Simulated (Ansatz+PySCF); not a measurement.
A calculation with Ansatz (development build ahead of 0.2.0).

```yaml
crystal:
  periodic: [false, false, false]
  atoms:
    - { symbol: C, position_ang: [0.0, 0.0, -1.25609] }
    - { symbol: C, position_ang: [0.0, 0.0, 1.25609] }
basis:
  gaussian: { orbitals: "6-31G" }
magnetization:
  spin_polarized: true
hamiltonian:
  xc: hf
scf:
  omitted_lower_state_checks: [starts, atomic_configurations, cluster_reference, orbital_swaps, given_window_search, neighbouring_geometries, increment]
```

The input is written out in the form of the current development build from the run's settings.

Output:

```
Converged                       : yes
Total energy                    : -75.35533 hartree
Spin squared of the determinant : 2.009
Stability test                  : minimum
```

Caution: the unrestricted determinant is a mixture of spin states; the determinant breaks the point group.
